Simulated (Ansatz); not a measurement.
Rutile CrO2 was calculated with PBEsol (plane waves, PAW; Ansatz, a program for electronic structure).

Numerical settings: plane-wave cutoff 500 eV, 10×10×14 k mesh (along the axes of the cell as run), Fermi–Dirac smearing 0.05 eV, ferromagnetic start, spin-polarised with parallel moments, scalar-relativistic PAW data made under PBE.

Cell (relaxed at this level):

```
CrO2
1.0
    4.39229     0.00000     0.00000
    0.00000     4.39229     0.00000
    0.00000     0.00000     2.88747
Cr O
2 4
Direct
  0.00000   0.00000   0.00000
  0.50000   0.50000   0.50000
  0.30328   0.30328   0.00000
  0.69672   0.69672   0.00000
  0.19672   0.80328   0.50000
  0.80328   0.19672   0.50000
```

Predict the magnetic moment (largest site, within a sphere).


magnetic moment (largest site, within a sphere): 1.70 μB

Moments are spin moments.

Computed values are for the static lattice.

Cost on a shared machine: roughly 5 core-minutes.
